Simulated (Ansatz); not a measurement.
# doublet C2H6(+): levels of theory in one basis

```xyz
8

C     0.0000    0.1216   -0.7070
C     0.0000   -0.1216    0.7070
H     0.0000    1.1494   -1.0532
H     0.7807   -0.5252   -1.2708
H    -0.7807   -0.5252   -1.2708
H     0.0000   -1.1494    1.0532
H     0.7807    0.5252    1.2708
H    -0.7807    0.5252    1.2708
```

Basis set: cc-pVTZ (spherical functions). Correlated methods keep 2 orbitals frozen. Correlation on ROHF uses semicanonical orbitals with singles. Charge 1, multiplicity 2.

Computed with Ansatz (development build ahead of 0.2.0); each method stands on the lowest determinant of its kind that the runs found.

```csv
method,E − E(ROHF) (eV),<S²> of the determinant
ROHF,0.00,0.75
UHF,-0.20,0.77
ROHF-MP2,-9.83,–
UHF-MP2,-9.76,0.77
```

(1) Is a single determinant a sound starting point here?

Results:

(1) By this sign, yes. Unrestricted orbitals gain 0.20 eV and <S²> is 0.77 against 0.75 for a pure state.

Caution for ROHF-MP2, UHF-MP2: MP2 on this radical cation hangs on the determinant chosen.
